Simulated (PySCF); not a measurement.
A structure optimised at B3LYP-D3(BJ)/def2-SVP, used in a PySCF frequency run:

```
C
H 1 1.1063
C 1 1.5320 2 107.73
H 3 1.1021 1 111.47 2 60.27
H 3 1.1021 4 107.83 1 122.65
H 3 1.1039 4 107.58 5 115.76
C 1 1.5320 2 107.73 3 -120.00
H 7 1.1021 1 111.47 2 -60.27
H 7 1.1021 8 107.83 1 -122.65
H 7 1.1039 8 107.58 9 -115.76
C 1 1.5320 2 107.73 3 120.00
H 11 1.1021 1 111.47 2 -60.27
H 11 1.1021 12 107.83 1 -122.65
H 11 1.1039 12 107.58 13 -115.76
```
Charge 0, spin multiplicity 1.

Q: Write its SMILES, formula and point group.

A: CC(C)C, C₄H₁₀, C3v

Q: What are its rotational constants (standard atomic weights)?

A: 7.7437, 7.7437, 4.4869 GHz
